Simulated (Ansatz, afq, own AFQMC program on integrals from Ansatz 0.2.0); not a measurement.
Atomization energy of C$_{2}$H$_{6}$ClFOSi, singlet, worked out

```xyz
12

C     1.2063   -1.1732   -0.9713
C     0.6928    0.0753   -0.2973
O    -0.6993   -0.0545   -0.0610
Si   -1.6489    0.8320    0.9229
F    -1.8039    2.3405    0.3687
Cl   -0.7989    0.9960    2.7856
H     0.6842   -1.3421   -1.9246
H     2.2835   -1.0820   -1.1761
H     1.0470   -2.0538   -0.3315
H     0.8713    0.9608   -0.9322
H     1.2184    0.2448    0.6594
H    -2.9754    0.2009    0.9913
```

Basis def2-SVP. Noble-gas cores (and the filled d shells of Ga–Kr and In–Xe) are frozen. Integrals, coupled cluster, full CI and functionals: Ansatz 0.2.0; the random walks run on the same integrals in our own AFQMC program. ph-AFQMC/CISD is guided by a CISD state made of CCSD amplitudes; releasing the constraint for a short imaginary time cuts its bias at the price of noise, slowly where states lie close. Error bars are statistical, one sigma.

Total energies in eV. CBS is CCSD(T) at the limit of def2-TZVPP/QZVPP (MP2 extrapolated, CCSD(T) minus MP2 added); the highest rung of each member is named.

Cautions: C₂H₆ClFOSi (singlet): the released value is read at 0.63 1/Eh with a noise of 22 meV, more than in the cases checked, later times being too noisy (meV from the phaseless value at times in 1/Eh: -19 ± 20 at 0.21, 11 ± 22 at 0.42, -2 ± 22 at 0.63, -20 ± 34 at 0.90).

```
             member  count  CCSD(T)/def2-SVP  highest rung in def2-SVP           which  CCSD(T)/CBS
        C (triplet)     +2        -1026.2885                -1026.2976             FCI   -1028.3711
        O (triplet)     +1        -2036.4313                -2036.4367             FCI   -2041.0257
       Si (triplet)     +1        -7859.0718                -7859.0829             FCI   -7862.5673
        F (doublet)     +1        -2705.7565                -2705.7621             FCI   -2712.1238
       Cl (doublet)     +1       -12502.1624               -12502.1710             FCI  -12509.3370
        H (doublet)     +6          -13.5861                  -13.5861             FCI     -13.6059
C₂H₆ClFOSi, singlet     -1       -27283.3719      -27283.4455 ± 0.0219  released AFQMC  -27312.2867
```

Question: Work out the best estimate of the atomization energy: the CCSD(T)/CBS difference plus the step from CCSD(T) to the highest rung.

Answer: Sums with the counts: CCSD(T)/CBS 48.8553 eV, highest rung 45.8810 eV, CCSD(T)/def2-SVP 45.8563 eV. The step is 45.8810 − 45.8563 = 0.0247 eV, so the best estimate is 48.8553 + (0.0247) = 48.8800 eV = 1127.2 kcal/mol, with sampling noise 0.022 eV. The step is under twice that noise, so its sign is open. The basis set is worth 2.999 eV of it. Zero-point, core-correlation and spin–orbit terms aren't in it. Past Ne the Hartree–Fock part of each CBS total tends to overshoot, since the cores don't follow the formula; that largely cancels in the difference.

Best estimates are given only where the step beyond CCSD(T) is under 0.3 eV and no member's determinant is very poor (T1 over 0.05, or 0.07 for open shells, ⟨S²⟩ too high by 0.3, two states mixed), so the hardest cases are missing from such tables.

Each member of a difference takes its own highest rung, so a best estimate needn't equal the limit plus the step of one row. Released energies are given only where the last usable release times agree within the noise; a slower fall can still hide under it.
